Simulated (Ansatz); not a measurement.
Results of r²SCAN-D4 (plane waves, PAW; Ansatz, a quantum-chemistry and plane-wave program) for tetradymite Bi₂Te₃.

**Question.** Predict the interlayer binding energy, layer repeat distance and gap between the layers.

**Answer.** 
- interlayer binding energy: 15.4 meV/Å²
- layer repeat distance: 10.541 Å
- gap between the layers: 3.038 Å

Spin–orbit coupling is not included; it can shift volumes and moduli of such heavy elements.

Static lattice: no zero-point or thermal effects.

It cost roughly 11 core-minutes of CPU time.
